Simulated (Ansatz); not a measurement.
System (SMILES): C#N (CH-N).
Geometry (B3LYP-D3(BJ)/def2-TZVP, fixed):
```
C
N 1 1.1462
H 1 1.0667 2 180.00
```
Charge 0, spin multiplicity 1.

Basis-set convergence of the dipole moment at PBE0 with Ansatz (a quantum-chemistry and plane-wave program). Dipoles come from the density behind the forces; the sign is taken along the dipole that this method gives in the largest set. Cartesian d functions, on some or all atoms, in 6-31G*, 6-31G**; all else is spherical. The program fits the integrals of some runs and decomposes those of others, by size. No added dispersion term, no relativity. Reference: the value in aug-pcseg-3, 3.043 D. Deviations are taken from unrounded values.

| basis | functions | dipole moment (D) | minus reference (D) |
|---|---|---|---|
| 6-31G | 20 | 2.966 | -0.077 |
| def2-SV(P) | 30 | 2.888 | -0.155 |
| 6-31G* | 32 | 2.934 | -0.109 |
| cc-pVDZ | 33 | 2.832 | -0.211 |
| def2-SVP | 33 | 2.883 | -0.160 |
| pcseg-1 | 33 | 3.035 | -0.009 |
| 6-31G** | 35 | 2.925 | -0.118 |
| 6-311+G** | 50 | 3.058 | 0.015 |
| aug-pcseg-1 | 55 | 3.036 | -0.008 |
| def2-TZVP | 68 | 3.031 | -0.012 |
| cc-pVTZ | 74 | 2.990 | -0.053 |
| pcseg-2 | 74 | 3.047 | 0.004 |
| def2-TZVPD | 83 | 3.040 | -0.003 |
| aug-pcseg-2 | 115 | 3.045 | 0.002 |
| cc-pVQZ | 140 | 3.023 | -0.020 |
| def2-QZVPPD | 159 | 3.043 | 0.000 |
| aug-cc-pVQZ | 206 | 3.042 | -0.001 |
| cc-pV5Z | 237 | 3.041 | -0.002 |
